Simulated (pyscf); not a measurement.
# Four-centre exchange: `[SH2]` + `[F][W]([F])([F])([F])([F])[SH]` -> `[F][W]([F])([F])([F])([F])[SH]` + `[SH2]`

Gas phase, singlet surface, charge 0. Bonds broken: S1–H10, W2–S9. Bonds formed: S1–W2, S9–H10. Single points on ωB97X-D3(BJ)/def2-SVP structures (PySCF, gas phase).

Transition state (Å):

```xyz
11

S      1.2464     0.1477    -0.0460
W     -1.3098    -0.0481    -0.3782
F     -0.5879    -1.3374    -1.5077
F     -2.9746    -0.0183     0.4378
F     -1.0534    -1.4371     0.8504
F     -2.4217     0.1214    -1.8638
F     -0.8641     1.6823    -0.8955
H      1.4147    -1.0860     0.4687
S     -0.8964     1.1546     1.8861
H      0.5837     0.7814     1.2616
H     -0.8509     2.4144     1.4096
```

One imaginary mode, 883i cm⁻¹; descent along it reached the two sides named, in the forms told below.

| bond | change | reactant side (Å) | saddle | product side |
|---|---|---|---|---|
| S1–H10 | breaks | 1.347 | 1.597 | 3.0 |
| W2–S9 | breaks | 2.369 | 2.597 | 2.8 |
| S1–W2 | forms | 2.8 | 2.585 | 2.376 |
| S9–H10 | forms | 3.6 | 1.649 | 1.346 |

Electronic energies relative to the separated reactants (kcal/mol):

```tsv
level	barrier	reaction energy	reverse barrier
ωB97X-D3(BJ)/def2-TZVP	16.0	0.0	16.0
PBE/def2-TZVP	13.7	0.0	13.7
r²SCAN/def2-TZVP	12.9	0.0	12.9
B3LYP-D3(BJ)/def2-TZVP	17.1	0.0	17.1
PBE0-D3(BJ)/def2-TZVP	13.1	0.0	13.1
M06-2X/def2-TZVP	17.3	0.0	17.3
ωB97M-D3(BJ)/def2-TZVP	19.4	0.0	19.4
HF/def2-TZVP	40.3	0.0	40.3
```

With ωB97M-D3(BJ)/def2-TZVP energies and thermal terms (ideal gas, 1 atm, RRHO with modes under 100 cm⁻¹ raised to 100, one conformer, R ln 2 for chiral ones without a mode under 150 cm⁻¹), in kcal/mol:

```json
[
 {"T (K)": "298", "ΔH‡": "18.7", "ΔG‡": "31.6", "ΔH": "0.0", "ΔG": "0.0"},
 {"T (K)": "600", "ΔH‡": "19.1", "ΔG‡": "44.6", "ΔH": "0.0", "ΔG": "0.0"},
 {"T (K)": "900", "ΔH‡": "19.8", "ΔG‡": "57.2", "ΔH": "0.0", "ΔG": "0.0"},
 {"T (K)": "1200", "ΔH‡": "20.6", "ΔG‡": "69.5", "ΔH": "0.0", "ΔG": "0.0"}
]
```

On the reactant side the descent ends in an adduct with a S–W contact, 0.4 kcal/mol over the separated species and 15.6 kcal/mol under the saddle at ωB97X-D3(BJ)/def2-TZVP. On the product side the descent ends in an adduct with a S–W contact, 1.2 kcal/mol over the separated species and 14.8 kcal/mol under the saddle at ωB97X-D3(BJ)/def2-TZVP. What is counted as formed (S–W) is already present as a longer contact in the reactant adduct; forming that adduct is a step of its own. What is counted as broken (S–W) persists as a longer contact in the product adduct; parting that adduct is a step of its own. This is the saddle that the search found; another between the same sides may lie lower. Elements past Kr carry the def2 core potentials, without spin-orbit coupling.
